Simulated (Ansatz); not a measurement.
# C₂H₅OS−: small, medium and large basis sets

The task here is to estimate one member of a computed series from the others.

The runs use Ansatz 0.2.0, Gaussian basis; one geometry, several basis sets.

Plan: PBE0-D4/def2-SVPD; ωB97M-V/def2-SVPD; PBE0-D4/def2-QZVPPD; ωB97M-V/def2-QZVPPD; the functionals' def2-TZVPPD values are taken from earlier runs.

### The relaxed structure

An earlier PBE0-D4 in a triple-zeta def2 set relaxation fixed the geometry.

SMILES `[CH2-]S(C)=O`, 9 atoms, charge -1, spin multiplicity 1.

Atoms are counted from 1 here; the program's logs count them from 0.

Bond lengths: C1–S2 1.686 Å, C1–H5 1.097 Å, C1–H6 1.091 Å, S2–C3 1.813 Å, S2–O4 1.524 Å, C3–H7 1.090 Å, C3–H8 1.092 Å, C3–H9 1.095 Å. Angles: S2–C1–H5 114.3°, S2–C1–H6 110.5°, H5–C1–H6 113.5°, C1–S2–C3 98.6°, C1–S2–O4 118.3°, C3–S2–O4 100.7°, S2–C3–H7 109.9°, S2–C3–H8 108.4°, S2–C3–H9 107.5°, H7–C3–H8 111.3°, H7–C3–H9 110.2°, H8–C3–H9 109.5°.

Set-up of the first run:

Input file in.yaml:

```yaml
crystal:
  periodic: [false, false, false]
  atoms:
    - {symbol: C, position_ang: [-0.699996, 1.308115, 0.241205]}
    - {symbol: S, position_ang: [-0.402957, 0.058642, -0.851354]}
    - {symbol: C, position_ang: [1.016579, -0.699263, -0.015906]}
    - {symbol: O, position_ang: [-1.371725, -1.117738, -0.886153]}
    - {symbol: H, position_ang: [-0.993844, 0.971163, 1.242632]}
    - {symbol: H, position_ang: [-1.385405, 2.038897, -0.190722]}
    - {symbol: H, position_ang: [1.855527, -0.003644, -0.006835]}
    - {symbol: H, position_ang: [1.272440, -1.622288, -0.541188]}
    - {symbol: H, position_ang: [0.709381, -0.933884, 1.008320]}
basis:
  gaussian: {orbitals: def2-SVPD}
total_charge: -1
hamiltonian: {xc: pbe0, dispersion: d4}
output: {orbitals: {seedname: orbitals}}
```

Launch:

```sh
ansatz run in.yaml --threads 2 --pin off --events-out ev --progress --plain --max-ram 22528MiB --backend cpu
```

Steps of the session up to this table: PBE0-D4 in def2-SVPD; ωB97M-V in def2-SVPD; PBE0-D4 in def2-QZVPPD; ωB97M-V in def2-QZVPPD.

One of the session's tables, all rows but one given; the rest of the session is left out.

It belongs to the step «Density functionals: the series». 

| functional | basis | HOMO (eV) | LUMO (eV) |
| --- | --- | --- | --- |
| PBE0-D4 | def2-SVPD | -0.15 | 4.63 |
| PBE0-D4 | def2-TZVPPD | -0.22 | 3.87 |
| PBE0-D4 | def2-QZVPPD | -0.24 | 3.52 |
| ωB97M-V | def2-SVPD | -2.38 | 5.41 |
| ωB97M-V | def2-TZVPPD | ? | ? |
| ωB97M-V | def2-QZVPPD | -2.44 | 3.74 |

Estimate the missing values for ωB97M-V, def2-TZVPPD.

As computed: HOMO (eV): -2.43; LUMO (eV): 4.18. In the column «HOMO (eV)» it lies between ωB97M-V, def2-QZVPPD (-2.44) and ωB97M-V, def2-SVPD (-2.38).
